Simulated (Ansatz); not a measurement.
Consider the hydrogenolysis of a C–C bond: `CCCC(C)C` + H₂ → `CCCCC` + CH₄.

Isolated molecules relaxed with PBE0-D4/def2-TZVP in Ansatz; ΔE leaves out vibrations. CBS: MP2 limit from def2 TZ/QZ plus the TZ coupled-cluster correction, frozen cores. This one scheme is used for every species. Each species was taken in one conformer, which may not be the lowest.

```csv
species,CCSD(T)/CBS(def2) energy (Eh)
`CCCC(C)C`,-236.76474
H₂,-1.17544
`CCCCC`,-197.50171
CH₄,-40.46206
```

Q: Work out ΔE.

A: ΔE = (-197.50171) + (-40.46206) − (-236.76474) − (-1.17544) = -0.02359 Eh = -14.8 kcal/mol.

Largest T1 diagnostic among the species: 0.008.

The D4 term adds +3.2 kcal/mol with B3LYP and +1.8 kcal/mol with PBE0; it sums over pairs of atoms, weighted by their polarisabilities, and B3LYP, whose exchange is more repulsive, gets the larger term. In def2-TZVPP, CCSD(T) changes the Hartree–Fock value by +6.6 kcal/mol (the triples alone add +1.2 kcal/mol) and MP2 by +7.8 kcal/mol.

B3LYP here is the variant with VWN-RPA as its local correlation; programs differ in this.
